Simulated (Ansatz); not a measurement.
# Telling isomers of CH5FSi apart by their spectra

These gas-phase data were calculated for one isomer of CH5FSi at PBE0-D3(BJ)/def2-SVP (harmonic, unscaled wavenumbers; equilibrium rotational constants with average atomic masses):

- rotational constants: 19.52, 6.592, 5.415 GHz
- all wavenumbers above 1500 cm⁻¹: 3174, 3165, 3061, 2252, 2251
- dipole moment: 1.85 D (PBE0/def2-TZVPD)

Candidates:

(1) `C[SiH2]F`, a singlet
(2) `FC[SiH3]`, a singlet

Q: Assign the data to one candidate and say why.

A: Candidate (1). 2 modes lie between 2000 and 2380 cm⁻¹, one for each Si–H bond, while (2) has 3.

The same quantities for all candidates:

|  | rotational constants (GHz) | wavenumbers above 1500 cm⁻¹ | dipole (D) | E above the lowest, PBE0-D3(BJ)/def2-SVP (kcal/mol) |
| --- | --- | --- | --- | --- |
| (1) | 19.52, 6.592, 5.415 | 3174, 3165, 3061, 2252, 2251 | 1.85 | 0.0 |
| (2) | 27.29, 5.028, 4.6 | 3109, 3048, 2255, 2250, 2232 | 1.55 | 53.7 |

Programs: Ansatz 0.2.0.
